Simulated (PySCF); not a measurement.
**A diatomic session: CF**

One table from this session's results is given with a row withheld; the runs are named, their logs left out.

Computed with PySCF 2.14.0. Level: C def2-SVPD, F def2-SVPD, no relativity.

The first run:

Settings of the job:

| Property | Result |
| --- | --- |
| atoms | C, F |
| charge | 0 |
| basis | C def2-SVPD, F def2-SVPD |
| Hamiltonian | no relativity |
| basis functions | 43 |
| electrons treated | 15 |
| masses in u | 12.0000, 18.9984 |
| levels | PBE0, PBE, r²SCAN, BHandHLYP, B97-3, M06-L, LC-ωPBE, HF, MP2, SCS-MP2, CCSD, CCSD(T) |
| grid | 80 radial by 434 angular points |
| occupations | held fixed by the projection of orbital angular momentum |
| dissociation limit | C + F, each in its ground configuration |
| starting distance in angstrom | 1.325 |
| values of 2S to try | 1, 3 |

Among the steps run: Set-up; First curve: PBE0; Higher solutions at PBE0; PBE (GGA); r²SCAN; BHandHLYP (global hybrid GGA); B97-3; M06-L (meta-GGA); LC-ωPBE (range-separated hybrid); UHF; Adding correlation.

One table of the session follows, with a row left open; its other results are not shown here.

It belongs to the step «Constants by level of theory». Differences from CCSD(T) in the same basis:

```
      level  Re (mÅ)  ωe (%)
        UHF      -30    +9.9
    UHF-MP2       -6    +2.2
UHF-SCS-MP2       -5    +1.7
   UHF-CCSD       -5    +2.0
        PBE       +2    -1.9
     r²SCAN       -7    +1.1
      M06-L        ?       ?
       PBE0      -16    +4.5
      B97-3      -15    +4.2
  BHandHLYP      -26    +7.5
    LC-ωPBE      -17    +6.5
```

Estimate the missing values for M06-L.

**Answer.** Re (mÅ): -10; ωe (%): +2.0. In the column «Re (mÅ)» it lies between B97-3 (-15) and r²SCAN (-7).
